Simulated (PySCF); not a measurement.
t-crotononitrile, C4H5N.
SMILES with atom numbers: `[CH3:1]/[CH:2]=[CH:3]/[C:4]#[N:5]` (hydrogens: H6, H7, H8 on C1; H9 on C2; H10 on C3)

Structure optimised with GFN2-xTB, isolated species.

(1) What internal coordinates does the optimisation give?

Results:

(1) 
```json
{"bond": "C1–C2", "length (Å)": "1.485", "order": "single"}
{"bond": "C2=C3", "length (Å)": "1.333", "order": "double"}
{"bond": "C3–C4", "length (Å)": "1.407", "order": "single"}
{"bond": "C4≡N5", "length (Å)": "1.147", "order": "triple"}
{"bond": "C1–H6, C1–H7, C1–H8", "length (Å)": "1.089", "order": "single"}
{"bond": "C2–H9", "length (Å)": "1.083", "order": "single"}
{"bond": "C3–H10", "length (Å)": "1.083", "order": "single"}
```

Bonds in one row agree within 0.01 Å and their mean is given. Orders are formal, as drawn. A selection of angles:
```json
{"angle": "C2–C1–H6", "degrees": "109.9"}
{"angle": "C2–C1–H7", "degrees": "111.5"}
{"angle": "H6–C1–H7", "degrees": "109.1"}
{"angle": "H6–C1–H8", "degrees": "107.3"}
{"angle": "C1–C2–C3", "degrees": "124.2"}
{"angle": "C1–C2–H9", "degrees": "116.2"}
{"angle": "C3–C2–H9", "degrees": "119.6"}
{"angle": "C2–C3–C4", "degrees": "122.7"}
{"angle": "C2–C3–H10", "degrees": "121.8"}
{"angle": "C4–C3–H10", "degrees": "115.6"}
{"angle": "C3–C4–N5", "degrees": "179.4"}
```

Torsions: C1–C2–C3–C4 180° (antiperiplanar).

The 5 heavy atoms lie in one plane (0.001 Å rms). The 3 C–C bonds span 1.333 Å (C2=C3, drawn double) to 1.485 Å (C1–C2, drawn single), a spread of 0.152 Å. Of the pairs four or more bonds apart, H7···H10 is among the closest relative to their van der Waals radii: 2.44 Å, 102 % of the sum of Bondi's values.

Point group: Cs (every atom within 0.08 Å of its image). No frequency check.

The numbers are calculated, not measured.
